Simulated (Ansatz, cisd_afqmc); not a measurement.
Species: C2HO, charge 0, doublet. C2HO (SMILES [CH]=C=O, doublet).
B3LYP-D3(BJ)/def2-TZVP minimum from Ansatz (a first-principles code):
```
C
O 1 1.1710
C 1 1.2878 2 170.77
H 3 1.0711 1 137.10 2 -180.00
```
Charge 0, spin multiplicity 2.

Total energies in cc-pVTZ, 15 correlated electrons, 3 frozen orbitals. UHF or UKS for unpaired electrons; spin-orbit terms are left out. Cores are frozen in correlated methods. No relativity. AFQMC/CISD: phaseless, guided by CISD from CCSD amplitudes; bars are statistical, one sigma. Outlying blocks are dropped, and bars are widened where a walk drifts. Over all cases where full CI ran beside it in this data, AFQMC minus full CI had a median of +0.1 mEh and passed +0.4 mEh in a tenth of the cases. The UHF reference of C2HO ([CH]=C=O, doublet) is spin-contaminated (<S^2> up to 0.07 over the pure value in the sets run).

```tsv
method	program	energy (Eh)	minus CCSDT(Q) (mEh)
HF	Ansatz	-151.14021	543.21
MP2	Ansatz	-151.64198	41.44
CCSD	Ansatz	-151.65455	28.87
CCSD(T)	Ansatz	-151.68058	2.84
CCSDT(Q)	Ansatz	-151.68342	0.00
AFQMC/CISD	cisd_afqmc	-151.6814 ± 0.0010	2.1 ± 1.0
```

Rough core times of Ansatz's runs on a shared machine: CCSD(T) 90 s, CCSDT(Q) 50 min.
